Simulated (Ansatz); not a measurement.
Bulk modulus B0 (GPa) along a series of related solids, from revPBE in Ansatz (PAW); RPBE in Ansatz (PAW).

```tsv
solid	revPBE	RPBE	measured
zinc-blende GaN (metastable phase)	164	161	–
zinc-blende GaP	72.5	70.9	89.6
zinc-blende GaAs	56.3	54.8	76.7
zinc-blende GaSb	41.4	40.2	57‡
```

RPBE less measured, from the printed values: zinc-blende GaP -21 %, zinc-blende GaAs -29 %, zinc-blende GaSb‡ -29 %.

A member of the series is missing where a level wasn't run or failed, where a doubt is noted on the run or the magnetic state, for phases of high temperature or layered ones, and where values are held back for tests.

Spin–orbit coupling is left out, also for the solids with elements from indium on (zinc-blende GaSb); its size isn't shown.

A dash: no measured value is used.

Each level is taken at its own relaxed cell. Caveats: the gap of the solid is closed in this run (zinc-blende GaSb). Ansatz's density-functional and Hartree–Fock values are scalar-relativistic unless marked +SOC, with PAW data made under PBE.

Measured values are for low temperature or corrected to a static lattice; ‡ marks uncorrected values at room or unstated temperature. References as tabulated in Mejia-Rodriguez and Trickey (2018), arXiv:1807.09216; Toher et al. (2017), arXiv:1611.05714.

Ansatz is a program for electronic structure.
